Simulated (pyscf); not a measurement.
Structures and frequencies: ωB97X-D3(BJ)/def2-SVP in PySCF. MP2 and CC: frozen core, UHF for open shells. ΔMP2 is the change of the MP2 total energy from the triple- to the quadruple-zeta basis.

Problem. Estimate by transition-state theory the rate constant of `[NH2][NH2]` + `[InH3]` -> `[NH2][InH2]` + `[NH3]` (singlet surface; N–N, H–In broken, In–N, H–N formed) at 1200 K, with CCSD(T)/def2-TZVPP + ΔMP2(QZVPP) energies (ideal gas, 1 atm, RRHO with modes under 100 cm⁻¹ raised to 100, one conformer, R ln 2 for rigid chiral ones; no tunnelling).

Solution. The electronic barrier is 61.7 kcal/mol and the thermal terms add +34.2, so ΔG‡ = 95.9 kcal/mol. With k_BT/h = 2.50e+13 s⁻¹ and RT = 2.385 kcal/mol, and a volume of 1.64e-19 cm³ per molecule at 1 atm, k = 1.4e-23 cm³ molecule⁻¹ s⁻¹. Wigner's tunnelling factor for 1527i cm⁻¹ would be 1.14. A shift of 1 kcal/mol in the barrier changes k by a factor 1.5. On the reactant side the descent ends in an adduct with a In–N contact, 22.8 kcal/mol under the separated species and 94.5 kcal/mol under the saddle at ωB97X-D3(BJ)/def2-TZVP. On the product side the descent ends in an adduct with a In–N contact (not fully relaxed), 19.8 kcal/mol under the separated species and 137.7 kcal/mol under the saddle at ωB97X-D3(BJ)/def2-TZVP. What is counted as formed (In–N) is already present as a longer contact in the reactant adduct; forming that adduct is a step of its own. At ωB97X-D3(BJ) the barrier from the zero used here is 71.7 kcal/mol. One saddle was located; it need not be the lowest between these sides. A restricted solution here is unstable towards spin polarisation, so biradical character is likely and single-reference numbers are less safe. The CCSD(T) − MP2 part came from Ansatz, without density fitting, on the same reference. The frozen core leaves the outer d or s,p core shells of the metals and heavy elements correlated in the MP2 and CC values, and def2-TZVPP describes them poorly, which can shift differences by a few kcal/mol. Elements past Kr carry the def2 core potentials, without spin-orbit coupling.
